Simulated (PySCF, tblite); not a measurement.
# C₄H₃FO: geometry, infrared bands, NMR shifts and spin-spin couplings

Wanted: the infrared bands, NMR shifts and spin-spin couplings of C₄H₃FO (`Cc1c(F)c1=O`), by calculation.

The runs use tblite 0.8.0 and PySCF 2.14.0, with density-fitted response routines of our own; the level of theory stands in each step. All values are computed, except where a source is named. Atoms are numbered from 0 throughout.

## Step 1: Starting geometry

9 atoms, charge 0, multiplicity 1; geometry from: force field or distance geometry start.

Bonds of the start (Å): C0–C1 1.49, C1–C2 1.40, C2–F3 1.34, C2–C4 1.39, C4–O5 1.26, C4–C1 1.38, C0–H6 1.12, C0–H7 1.10, C0–H8 1.11.

## Step 2: Geometry optimisation with GFN2-xTB

What the job is given:

```
{"job": {"kind": "relax", "xc": "GFN2-xTB", "basis": "xTB"}, "charge": 0, "multiplicity": 1}
C     -1.382700    -0.072200     0.072200
C      0.102200     0.030600    -0.007800
C      1.347300    -0.618600    -0.052000
F      2.097700    -1.733300    -0.098200
C      1.266300     0.766900    -0.046800
O      1.875000     1.871500    -0.087600
H     -1.808000     0.382500    -0.856200
H     -1.687300    -1.127600     0.121300
H     -1.797000     0.506300     0.929900
```

Run with:

```console
$ OMP_NUM_THREADS=1 python probes_run.py task.json out
```

One launch serves the whole session: the jobs run in the order shown.

What it wrote:

```text
step      E/eV     max force
  0    -510.83224    8.258
  1    -510.36300   17.107
  2    -511.20668    1.503
  3    -511.23816    0.699
  4    -511.26370    0.751
  5    -511.27364    0.807
  6    -511.28699    0.379
  7    -511.29938    0.468
  8    -511.30406    0.338
  9    -511.30752    0.171
 10    -511.30924    0.163
 11    -511.31067    0.180
 12    -511.31170    0.112
 13    -511.31245    0.089
 14    -511.31299    0.084
 15    -511.31342    0.100
 16    -511.31378    0.066
 17    -511.31409    0.055
 18    -511.31438    0.068
 19    -511.31467    0.073
 20    -511.31496    0.057
 21    -511.31527    0.046
 22    -511.31554    0.054
 23    -511.31570    0.048
 24    -511.31577    0.025
 25    -511.31580    0.017
 26    -511.31582    0.017
 27    -511.31583    0.010
 28    -511.31583    0.004
```

Wall time 0.09 s (1 thread of AMD EPYC 7R43, shared host).

Along the way: (the energy doesn't fall at every step)

| step | energy from step 0 (eV) | largest force (eV/Å) |
| --- | --- | --- |
| 0 | 0.0000 | 8.2580 |
| 1 | 0.4692 | 17.1072 |
| 2 | -0.3744 | 1.5029 |
| 3 | -0.4059 | 0.6994 |
| 4 | -0.4315 | 0.7508 |
| 5 | -0.4414 | 0.8066 |
| 6 | -0.4547 | 0.3794 |
| 7 | -0.4671 | 0.4675 |
| 8 | -0.4718 | 0.3382 |
| 9 | -0.4753 | 0.1712 |
| 10 | -0.4770 | 0.1631 |
| 11 | -0.4784 | 0.1805 |
| 12 | -0.4795 | 0.1124 |
| 13 | -0.4802 | 0.0885 |
| 14 | -0.4808 | 0.0843 |
| 15 | -0.4812 | 0.1004 |
| 16 | -0.4815 | 0.0663 |
| 17 | -0.4819 | 0.0555 |
| 18 | -0.4821 | 0.0675 |
| 19 | -0.4824 | 0.0727 |
| 20 | -0.4827 | 0.0566 |
| 21 | -0.4830 | 0.0461 |
| 22 | -0.4833 | 0.0536 |
| 23 | -0.4835 | 0.0476 |
| 24 | -0.4835 | 0.0250 |
| 25 | -0.4836 | 0.0167 |
| 26 | -0.4836 | 0.0171 |
| 27 | -0.4836 | 0.0104 |
| 28 | -0.4836 | 0.0037 |

Distances of close pairs at the start and the end, largest changes first:

| bond | before (Å) | after (Å) | change (Å) |
| --- | --- | --- | --- |
| C1–C4 | 1.378 | 1.450 | +0.072 |
| C4–O5 | 1.262 | 1.190 | -0.072 |
| C1–C2 | 1.405 | 1.349 | -0.056 |
| C2–C4 | 1.388 | 1.425 | +0.037 |
| C0–H6 | 1.118 | 1.090 | -0.028 |
| C0–H8 | 1.114 | 1.090 | -0.025 |
| C0–C1 | 1.491 | 1.467 | -0.023 |
| C2–F3 | 1.345 | 1.323 | -0.021 |

The next job starts from the end point, and lists it.

## Step 3: Infrared spectrum with GFN2-xTB

What the job is given:

```
{"job": {"kind": "ir", "xc": "GFN2-xTB", "basis": "xTB"}, "charge": 0, "multiplicity": 1}
C     -1.345318    -0.099042     0.052847
C      0.114397     0.038211    -0.006435
C      1.314999    -0.573894    -0.055753
F      1.895914    -1.762774    -0.078304
C      1.314809     0.850845    -0.055495
O      1.873995     1.900827    -0.077069
H     -1.785099     0.343280    -0.840987
H     -1.642148    -1.143496     0.124681
H     -1.727989     0.452037     0.911336
```

What it wrote:

```text
mode    cm-1     km/mol
  1      63.7      1.38
  2     194.9      3.42
  3     205.0      0.84
  4     270.3     14.49
  5     437.0      8.83
  6     541.0     21.72
  7     543.1     17.61
  8     720.7     32.79
  9     750.9     13.90
 10     972.1     16.31
 11     997.7      7.29
 12    1103.2     40.81
 13    1281.0    289.40
 14    1375.9     28.66
 15    1438.7     10.37
 16    1446.2      4.77
 17    1748.3    465.99
 18    2116.3    569.23
 19    3005.9      2.97
 20    3019.1      2.57
 21    3029.5     13.50
```

Run time: 0.13 s. Hardware: 1 thread of AMD EPYC 7R43, shared host.

Which atoms move in the most intense modes:

| cm⁻¹ | km/mol | atoms |
| --- | --- | --- |
| 541 | 21.7 | C4 55 %, C2 14 %, C1 14 %, O5 13 % |
| 543 | 17.6 | C4 71 %, C2 12 %, O5 11 % |
| 721 | 32.8 | F3 50 %, C4 17 %, C1 15 % |
| 1103 | 40.8 | C1 28 %, H7 22 %, C0 12 %, C2 10 % |
| 1281 | 289.4 | C2 40 %, C1 34 %, F3 10 % |
| 1376 | 28.7 | H6 31 %, H8 31 %, C0 19 %, H7 18 % |
| 1748 | 466.0 | C1 39 %, C2 35 %, O5 11 %, C4 11 % |
| 2116 | 569.2 | C4 58 %, O5 17 %, C2 13 %, C1 11 % |

## Step 4: Nuclear shieldings: PBE0/pcSseg-1

The job, as its differences from that of step 3:

```diff
@@ -1,2 +1,2 @@
-{"job": {"kind": "ir", "xc": "GFN2-xTB", "basis": "xTB"}, "charge": 0, "multiplicity": 1}
+{"job": {"kind": "nmr", "xc": "PBE0", "basis": "pcSseg-1"}, "charge": 0, "multiplicity": 1}
 C     -1.345318    -0.099042     0.052847
```

Level: GIAO PBE0/pcSseg-1 NMR shielding, non-relativistic, gas phase.

What it wrote:

```text
coarse grid: 8376 points
cycle   1  E = -328.6179284002  dE =  1.245e+00  |g| = 8.633e-01  |ddm| = 2.949e+00
cycle   2  E = -328.0210757741  dE =  5.969e-01  |g| = 1.938e+00  |ddm| = 3.456e+00
cycle   3  E = -328.7597012298  dE = -7.386e-01  |g| = 1.536e-01  |ddm| = 2.613e+00
cycle   4  E = -328.7630085931  dE = -3.307e-03  |g| = 8.859e-02  |ddm| = 1.960e-01
cycle   5  E = -328.7641238370  dE = -1.115e-03  |g| = 2.145e-02  |ddm| = 7.422e-02
cycle   6  E = -328.7642088035  dE = -8.497e-05  |g| = 4.600e-03  |ddm| = 2.022e-02
cycle   7  E = -328.7642129263  dE = -4.123e-06  |g| = 1.654e-03  |ddm| = 6.833e-03
final grid: 83760 points
cycle   8  E = -328.8165300231  dE = -2.503e-06  |g| = 1.231e-02  |ddm| = 2.205e-02
cycle   9  E = -328.8164482407  dE =  8.178e-05  |g| = 2.415e-02  |ddm| = 3.339e-02
cycle  10  E = -328.8165587602  dE = -1.105e-04  |g| = 1.634e-03  |ddm| = 2.393e-02
cycle  11  E = -328.8165593412  dE = -5.810e-07  |g| = 2.205e-04  |ddm| = 1.507e-03
cycle  12  E = -328.8165593469  dE = -5.703e-09  |g| = 1.465e-04  |ddm| = 3.788e-04
cycle  13  E = -328.8165593514  dE = -4.507e-09  |g| = 2.843e-05  |ddm| = 1.836e-04
cycle  14  E = -328.8165593516  dE = -1.763e-10  |g| = 5.535e-06  |ddm| = 2.673e-05
converged SCF energy = -328.8165593516

GIAO shielding tensors (ppm)
atom      isotropic    diamagn.    paramagn.     s11        s22        s33       span
  0 C      176.617     247.163     -70.546    157.040    183.354    189.458     32.418
  1 C       39.013     258.965    -219.953   -108.803     78.362    147.479    256.283
  2 C       18.790     250.802    -232.012    -51.968     13.081     95.258    147.226
  3 F      248.364     471.744    -223.380     24.197    257.476    463.419    439.222
  4 C       42.909     250.264    -207.355    -86.486    100.942    114.269    200.755
  5 O       40.926     397.684    -356.757   -148.859   -116.730    388.368    537.227
  6 H       29.629      27.979       1.651     25.598     27.446     35.844     10.246
  7 H       29.259      28.177       1.081     24.816     28.297     34.663      9.848
  8 H       29.557      28.021       1.536     25.498     27.553     35.620     10.122
```

Wall time 11 s (1 thread of AMD EPYC 7R43, shared host); peak memory 0.52 GiB.

The references, computed at this level on geometries of the same kind, shield at (ppm): 1H TMS 31.72, 13C TMS 186.9, 19F CFCl3 170.9, 17O H2O 336.1. Their shielding less the atom's gives the shift. The references are single molecules in the gas phase, so shifts against H2O, NH3, PH3, H3PO4 or CFCl3 are not on the usual liquid scales and can be off by tens of ppm. Atoms listed in one row are averaged.

| atoms | σ (ppm) | δ (ppm) | δ scaled to CDCl3 |
| --- | --- | --- | --- |
| C2 | 18.8 | 168.1 | 162.2 |
| C1 | 39.0 | 147.9 | 142.4 |
| C4 | 42.9 | 144.0 | 138.6 |
| C0 | 176.6 | 10.3 | 8.1 |
| H6, H7, H8 | 29.48 | 2.24 | 2.21 |
| F3 | 248.4 | -77.4 | – |
| O5 | 40.9 | 295.2 | – |

The scaled column applies a straight-line fit of computed shieldings to shifts measured in CDCl3, and one for carbons that bear F (root-mean-square error 0.16 ppm for H, 1.9 ppm for C).

The run also stored atomic charges by several schemes (e):

| atoms | Mulliken | IAO | Hirshfeld | ESP fit |
| --- | --- | --- | --- | --- |
| C0 | -0.18 | -0.45 | -0.10 | -0.60 |
| C1 | -0.20 | -0.03 | 0.03 | 0.18 |
| C2 | 0.21 | 0.24 | 0.09 | 0.11 |
| F3 | -0.21 | -0.22 | -0.05 | -0.11 |
| C4 | 0.29 | 0.36 | 0.12 | 0.29 |
| O5 | -0.36 | -0.44 | -0.28 | -0.45 |

Mayer bond orders: C0–C1 1.07, C1–C2 1.41, C2–F3 1.03, C2–C4 1.06, C4–O5 2.02, C4–C1 0.87.

Ring of atoms C1, C2, C4: NICS(0) -26.8, NICS(1) -8.7, NICS(1)zz -9.5 ppm (means of both faces).

Orbitals, density, ELF and potential are computed afterwards from the orbital file.

Frontier orbitals at PBE0/pcSseg-1, with the share of their density that lies nearest to each atom:

| orbital | energy (eV) | lies on |
| --- | --- | --- |
| HOMO | -7.34 | O5 57 %; C2 15 %; C1 12 % |
| LUMO | -0.48 | C1, C2 about 37 % each; F3 6 %; H6, H8 about 6 % each |

ELF in a plane through or near 7 of the atoms.

Ten even steps from '0' (0.00) to '9' (1.00):
```
0000000000000000000000000000
0000000000000000000000000000
0000000000000000000000000000
0000001344210000000000000000
0000135787630000000000000000
0001378888630000000000000000
0003589357521000000000000000
0002577776456531124320000000
0000122544379765456641000000
0000001576466229612541000000
0000002898257238624762000000
0000000451839754589997300000
0000001356345420399999600000
0000036865731000289998300000
0000036854863000015640000000
0000013677753000000000000000
0000000123320000000000000000
0000000000000000000000000000
0000000000000000000000000000
0000000000000000000000000000
```
The map spans 9.3 Å across and 9.1 Å up, centred on the molecule. Atoms in the plane (x, y in Å): C0 (1.4, 0.0), C1 (-0.1, 0.0), C2 (-1.3, -0.7), F3 (-1.7, -1.9), C4 (-1.4, 0.7), O5 (-2.1, 1.7), H7 (1.8, -1.0).

log10 of the density (e/Å³) in the same plane.

Ten even steps from '0' (-4.0) to '9' (1.8):
```
0000000000000000000000000000
0000000000000000000000000000
0000022222210000000000000000
0001234444332100000000000000
0012345565443211111110000000
0023456777554322222221100000
0023467997655443344433210000
0023456777766555555554321000
0023345679977666666654321000
0012344667777877777664422100
0001234667777777777665422100
0001234667977666667765421100
0001245667766555566664321000
0001345788765444445554311000
0001345788765322233332100000
0001245666654321111111000000
0000123455443100000000000000
0000012333221000000000000000
0000000000000000000000000000
0000000000000000000000000000
```
The map spans 9.3 Å across and 9.1 Å up, centred on the molecule. Atoms in the plane (x, y in Å): C0 (1.4, 0.0), C1 (-0.1, 0.0), C2 (-1.3, -0.7), F3 (-1.7, -1.9), C4 (-1.4, 0.7), O5 (-2.1, 1.7), H7 (1.8, -1.0).

On the surface of density 0.002 e/bohr³ the electrostatic potential runs, from the 1st to the 99th percentile, from -1.80 V near O5 to 1.32 V near H7.

## Step 5: Spin-spin couplings: B3LYP/pcJ-1

The job, as its differences from that of step 4:

```diff
@@ -1,2 +1,2 @@
-{"job": {"kind": "nmr", "xc": "PBE0", "basis": "pcSseg-1"}, "charge": 0, "multiplicity": 1}
+{"job": {"kind": "j", "xc": "B3LYP", "basis": "pcJ-1"}, "charge": 0, "multiplicity": 1}
 C     -1.345318    -0.099042     0.052847
```

Method: B3LYP/pcJ-1 indirect spin-spin coupling, non-relativistic, gas phase.

What it wrote:

```text
coarse grid: 8376 points
cycle   1  E = -328.9862054218  dE =  1.192e+00  |g| = 9.340e-01  |ddm| = 2.786e+00
cycle   2  E = -328.1770690706  dE =  8.091e-01  |g| = 2.221e+00  |ddm| = 3.368e+00
cycle   3  E = -329.1414999859  dE = -9.644e-01  |g| = 2.074e-01  |ddm| = 2.641e+00
cycle   4  E = -329.1476878494  dE = -6.188e-03  |g| = 1.187e-01  |ddm| = 2.504e-01
cycle   5  E = -329.1495697302  dE = -1.882e-03  |g| = 3.262e-02  |ddm| = 9.189e-02
cycle   6  E = -329.1497586432  dE = -1.889e-04  |g| = 7.171e-03  |ddm| = 2.804e-02
cycle   7  E = -329.1497676164  dE = -8.973e-06  |g| = 3.261e-03  |ddm| = 9.215e-03
cycle   8  E = -329.1497698774  dE = -2.261e-06  |g| = 7.916e-04  |ddm| = 3.520e-03
final grid: 83760 points
cycle   9  E = -329.2098722356  dE = -1.329e-04  |g| = 6.265e-03  |ddm| = 1.516e-02
cycle  10  E = -329.2098584864  dE =  1.375e-05  |g| = 1.054e-02  |ddm| = 1.205e-02
cycle  11  E = -329.2098782662  dE = -1.978e-05  |g| = 1.993e-03  |ddm| = 9.964e-03
cycle  12  E = -329.2098789444  dE = -6.783e-07  |g| = 6.035e-04  |ddm| = 2.026e-03
cycle  13  E = -329.2098790023  dE = -5.785e-08  |g| = 2.058e-04  |ddm| = 4.815e-04
cycle  14  E = -329.2098790086  dE = -6.343e-09  |g| = 2.547e-05  |ddm| = 1.466e-04
cycle  15  E = -329.2098790087  dE = -1.128e-10  |g| = 9.940e-06  |ddm| = 3.052e-05
converged SCF energy = -329.2098790087

Indirect spin-spin couplings (Hz)
  i      j    bonds     total        FC       PSO       DSO        SD
  0 C    1 C    1     45.491    46.482    -1.766     0.219     0.556
  0 C    2 C    2     -5.290    -4.631    -0.785    -0.059     0.185
  0 C    3 F    3      5.461     7.287    -1.312    -0.222    -0.292
  0 C    4 C    2     -3.302    -3.167    -0.216    -0.048     0.129
  0 C    5 O    3      0.035    -0.012     0.027     0.043    -0.023
  0 C    6 H    1    135.678   133.741     1.169     0.595     0.173
  0 C    7 H    1    141.463   139.591     1.079     0.596     0.197
  0 C    8 H    1    136.459   134.538     1.152     0.593     0.176
  1 C    2 C    1     26.417    32.609    -7.861     0.278     1.391
  1 C    3 F    2    -33.394    -1.326   -34.589    -0.397     2.918
  1 C    4 C    1     25.647    28.899    -2.962     0.272    -0.562
  1 C    5 O    2      1.151    -0.666     2.272     0.073    -0.528
  1 C    6 H    2     -8.162    -8.254    -0.036    -0.054     0.181
  1 C    7 H    2     -5.985    -5.750    -0.202    -0.098     0.064
  1 C    8 H    2     -8.032    -8.071    -0.076    -0.058     0.173
  2 C    3 F    1   -650.767  -608.981   -39.150     0.812    -3.449
  2 C    4 C    1     24.837    26.908    -2.023     0.331    -0.380
  2 C    5 O    2     -1.544    -2.454     1.268     0.065    -0.423
  2 C    6 H    3      9.039     8.963     0.320    -0.310     0.066
  2 C    7 H    3     18.084    18.375    -0.216    -0.058    -0.016
  2 C    8 H    3     10.529    10.514     0.311    -0.331     0.034
  3 F    4 C    2    -20.956   -11.983    -7.300    -0.332    -1.340
  3 F    5 O    3      0.968    -5.099     3.382     0.209     2.477
  3 F    6 H    4      6.020     6.946     0.222    -1.099    -0.049
  3 F    7 H    4     11.527    12.275    -0.610    -0.174     0.037
  3 F    8 H    4      5.679     6.777     0.149    -1.160    -0.088
  4 C    5 O    1     32.131    22.738    11.131    -0.082    -1.656
  4 C    6 H    3      1.556     1.508     0.091    -0.108     0.066
  4 C    7 H    3     13.887    13.951     0.289    -0.364     0.010
  4 C    8 H    3      2.513     2.487     0.057    -0.092     0.061
  5 O    6 H    4     -0.412    -0.464    -0.058     0.112    -0.002
  5 O    7 H    4     -0.172    -0.287    -0.114     0.215     0.014
  5 O    8 H    4     -0.388    -0.456    -0.038     0.104     0.002
  6 H    7 H    2    -14.404   -14.674     2.935    -2.872     0.208
  6 H    8 H    2    -20.724   -21.073     2.789    -2.704     0.264
  7 H    8 H    2    -13.574   -13.834     2.954    -2.896     0.202
```

Run time: 23 s. Hardware: 1 thread of AMD EPYC 7R43, shared host; peak memory 0.77 GiB.

A choice of the couplings up to four bonds, sorted by the number of bonds, with means over like pairs; isotopes 13C, 19F, 1H, 17O:

| pair | bonds | J (Hz) | Fermi contact (Hz) | dihedral (°) |
| --- | --- | --- | --- | --- |
| C2–F3 | 1 | -650.8 | -609.0 | – |
| C0–H6 | 1 | 137.9 | 136.0 | – |
| C0–C1 | 1 | 45.5 | 46.5 | – |
| C4–O5 | 1 | 32.1 | 22.7 | – |
| C1–C2 | 1 | 26.4 | 32.6 | – |
| C1–C4 | 1 | 25.6 | 28.9 | – |
| C2–C4 | 1 | 24.8 | 26.9 | – |
| C1–F3 | 2 | -33.4 | -1.3 | – |
| F3–C4 | 2 | -21.0 | -12.0 | – |
| H6–H7 | 2 | -16.2 | -16.5 | – |
| C1–H6 | 2 | -7.4 | -7.4 | – |
| C0–C2 | 2 | -5.3 | -4.6 | – |
| C0–C4 | 2 | -3.3 | -3.2 | – |
| C2–O5 | 2 | -1.5 | -2.5 | – |
| C1–O5 | 2 | 1.2 | -0.7 | – |
| C2–H6 | 3 | 12.6 | 12.6 | – |
| C4–H6 | 3 | 6.0 | 6.0 | – |
| C0–F3 | 3 | 5.5 | 7.3 | 0 |
| F3–H6 | 4 | 7.7 | 8.7 | – |

Quadrupole couplings from the field gradients of the same density:

| atom | isotope | eQq/h (MHz) | η |
| --- | --- | --- | --- |
| O5 | 17O | 8.333 | 0.14 |

Joined with the shifts from before (PBE0/pcSseg-1, unscaled), the couplings predict the line list below for 400 MHz.

1H NMR δ 2.24 (d, J = 7.7 Hz, 3H).

## Step 6: Results

```
                                                              quantity                          value
                             strongest single infrared mode (GFN2-xTB)          2116 cm⁻¹, 569 km/mol
                                          zero-point energy (GFN2-xTB)                  36.1 kcal/mol
                                13C shifts against TMS (PBE0/pcSseg-1)  168.1, 147.9, 144.0, 10.3 ppm
1H shifts against TMS (PBE0/pcSseg-1, means over atoms taken as alike)                       2.24 ppm
                              19F shifts against CFCl3 (PBE0/pcSseg-1)                      -77.4 ppm
                                17O shifts against H2O (PBE0/pcSseg-1)                      295.2 ppm
                                 surface potential, 1st and 99th percentile             -1.80 V and 1.32 V
                           largest coupling of the table (B3LYP/pcJ-1)       1J(C,F) C2–F3, -650.8 Hz
```

**Reading.** The optimisation took 28 steps and gained 0.484 eV; among the close pairs (by a distance rule), C1–C4 changed most, from 1.378 to 1.450 Å. All 21 modes are real, so the xTB geometry is a minimum. The strongest single mode, at 2116 cm⁻¹, moves mainly C4. Unscaled tight-binding wavenumbers are off by several per cent, some by more. Its intensities can rank the bands wrongly. At PBE0/pcSseg-1: The largest span, 537 ppm, is at O5, where the paramagnetic term is -357 ppm. At PBE0/pcSseg-1, counted by nearest atom on the grid, the HOMO lies on O5 57 %; C2 15 %, the LUMO on C1, C2 about 37 % each; F3 6 %. Of the pairs tabulated at B3LYP/pcJ-1, C2–F3 couples most strongly (-650.8 Hz; Fermi contact -609.0 Hz).
